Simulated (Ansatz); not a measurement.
Relaxation of C₃H₄N (8 atoms, charge 1, multiplicity 1), to a largest force component of 0.015 eV/Å in at most 40 steps.

Computed with RKS r2SCANh-D4/def2-SVP in Ansatz 0.2.0.

```xyz
8
Properties=species:S:1:pos:R:3:forces:R:3
C 0.812 2.003 -0.746 0.05 0.37 -0.13
C 0.518 0.876 -0.313 -0.13 -1.13 0.43
N 0.438 -0.273 0.144 1.61 0.53 -0.09
C -0.553 -1.145 0.419 -1.59 -0.44 0.07
H 1.064 2.964 -1.110 0.17 0.89 -0.35
H -1.295 -0.608 1.046 -0.24 -0.11 0.26
H -0.281 -2.121 0.833 0.35 0.16 -0.04
H -1.179 -1.226 -0.494 -0.21 -0.27 -0.15
```

Task: Where does it end, and by what steps?

Result: The run converged. Limits of this set-up: the dipole of an ion depends on the origin. After 30 steps the energy has fallen by 0.225 eV; H6 moved furthest, 0.54 Å.

```
step  energy less start (eV)  largest force component (eV/Å)  accepted
   0                  0.0000                           1.608       yes
   2                 -0.1170                           0.285       yes
   4                 -0.1200                           0.260       yes
   6                 -0.1222                           0.057       yes
   8                 -0.1225                           0.040       yes
  10                 -0.1234                           0.183       yes
  12                 -0.1240                           0.346        no
  14                 -0.1474                           0.432       yes
  16                 -0.1667                           0.492       yes
  18                 -0.1671                           0.718        no
  20                 -0.2080                           0.158       yes
  22                 -0.1914                           1.290        no
  24                 -0.2154                           0.420        no
  26                 -0.2247                           0.044       yes
  28                 -0.2253                           0.030       yes
  30                 -0.2254                           0.013       yes
```

```xyz
8
Properties=species:S:1:pos:R:3
C 0.891 1.961 -0.808
C 0.511 0.941 -0.180
N 0.241 -0.025 0.559
C -0.665 -1.067 0.366
H 1.182 2.825 -1.393
H -1.302 -1.100 1.279
H -0.093 -2.010 0.521
H -1.241 -1.056 -0.566
```

The run took 57 s on 1 thread of Intel(R) Xeon(R) 6975P-C (Granite Rapids), on a shared host, peak memory 0.24 GiB.
